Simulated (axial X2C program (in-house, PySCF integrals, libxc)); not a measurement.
CO⁺: cheaper levels and CCSD(T), 2c

Calculated with an in-house all-electron X2C program for linear molecules (integrals from PySCF). Two-component (2c) means X2C with spin–orbit coupling and atomic mean-field two-electron Coulomb and Gaunt terms. Basis: O dyall-av3z [7s6p3d2f], C dyall-v3z [7s6p2d1f] (cores contracted in-house); Gaussian nuclei, density fitting, unrestricted open shells. Masses: O 15.995 u, C 12.000 u.

State: Ω = 1/2 (⟨Sz⟩ = 0.50, ⟨Lz⟩ = 0.00 at HF); fragments O + C+.

```csv
level,Re (Å),ωe (cm⁻¹),De (eV)
PBE0,1.106,2330.4,8.59
HF,1.087,2406.4,5.36
CCSD,1.109,2354.7,7.75
TPSSh,1.114,2254.9,8.35
```

Correlated methods: 9 electrons correlated (number of frozen shells: O 1 s; C 1 s), 173 virtual spin orbitals or spinors in MP2, 90 natural virtuals in coupled cluster.

CCSD(T), same Hamiltonian and basis:

Re = 1.114 Å, ωe = 2351.8 cm⁻¹, De = 8.06 eV; T1 = 0.047 (Lee–Taylor normalisation).

(1) Give the differences from CCSD(T) in the columns below.

The state is one determinant whose occupation by symmetry is held fixed; it was picked as the lowest of a PBE0 search that is not exhaustive. Dissociation energies refer to the lowest single-determinant-based atoms at the same level and basis. Density functionals use the spin component along the axis (collinear). Coupled cluster ran in a truncated set of natural virtual spinors; the MP2 energy of the rest was added. (T) has no such correction and the atoms are truncated less, which lowers De at CCSD(T) by a hundredth of an eV or more. In 2c an atomic determinant is not the ground J level, so De misses part of the atomic spin–orbit lowering. This holds for PBE0, TPSSh. The functionals have no current-density term, which raises determinants with orbital currents, atoms included. The determinant is spin-polarised beyond a pure state at some levels (its spin-free form has ⟨S²⟩ too high), which makes Re and μ there less reliable. The T1 diagnostic is large, a sign of multireference character.

Answers

(1) 

| level | ΔRe (Å) | Δωe (cm⁻¹) | ΔDe (eV) |
| --- | --- | --- | --- |
| PBE0 | -0.008 | -21 | 0.53 |
| HF | -0.027 | 55 | -2.70 |
| CCSD | -0.005 | 3 | -0.31 |
| TPSSh | 0.000 | -97 | 0.29 |
